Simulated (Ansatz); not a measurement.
A made-up structure of BSiH3, closed shell:

B1  (0.452, -0.876, 0.607)
Si2  (-0.222, 0.477, -0.416)
H3  (0.962, -1.797, 1.140)
H4  (0.482, -0.969, 1.753)
H5  (0.397, 1.818, -0.365)
(Å)

It is relaxed with PBE-D4/def2-SVP and then PBE0-D4/def2-TZVP (Ansatz 0.2.0). Atoms count as bonded within 1.22 times the sum of their covalent radii (H–H: 0.88 Å). The end point is not checked to be a true minimum.

Problem. Does its bonding change? (A judgement: the text doesn't fix the answer.)

Solution. The calculation gives: Yes. Formed: B1–H5, Si2–H4; broken: none.

Where it ends: The first stage lowers the energy by 2.68 eV in 20 steps. It ends as BSiH₃ ([H]1[BH]2[H][Si]12):
```tsv
atom	x (Å)	y (Å)	z (Å)
B1	0.5915	-0.6745	0.4451
Si2	-0.7886	0.4303	0.0207
H3	1.4755	-1.4221	0.6935
H4	-0.1268	-0.2342	1.4566
H5	0.9200	0.5538	0.1037
```

Labels in which every atom is bracketed show which atoms are joined, not bond orders.

For scale, one of the runs: PBE0-D4/def2-TZVP relaxation, 86 basis functions, launched by `ansatz run in.yaml --threads 2 --pin off --events-out ev --progress --plain --max-ram 4352MiB`. The run took about 4.1 s on 2 CPU threads of an Arm Neoverse V2 (shared host).
